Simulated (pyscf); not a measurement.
Single points on ωB97X-D3(BJ)/def2-SVP structures (PySCF, gas phase).

**Question.** Estimate by transition-state theory the rate constant of methane (CH₄) + [H₃C–S–Zn]• → [H₃C–Zn]• + H₃C–SH (doublet surface; C–H, S–Zn broken, C–Zn, H–S formed) at 900 K, with ωB97M-D3(BJ)/def2-TZVP energies (ideal gas, 1 atm, RRHO with modes under 100 cm⁻¹ raised to 100, one conformer, R ln 2 for chiral ones without a mode under 150 cm⁻¹; no tunnelling).

**Answer.** The electronic barrier is 44.6 kcal/mol and the thermal terms add +24.8, so ΔG‡ = 69.4 kcal/mol. With k_BT/h = 1.88e+13 s⁻¹ and RT = 1.788 kcal/mol, and a volume of 1.23e-19 cm³ per molecule at 1 atm, k = 3.2e-23 cm³ molecule⁻¹ s⁻¹. Wigner's tunnelling factor for 1366i cm⁻¹ would be 1.20. A shift of 1 kcal/mol in the barrier changes k by a factor 1.7. On the product side the descent ends in a complex, 5.8 kcal/mol under the separated species and 21.2 kcal/mol under the saddle at ωB97X-D3(BJ)/def2-TZVP. This is the saddle that the search found; another between the same sides may lie lower. Elements up to Kr have no core potential and no relativistic terms here.
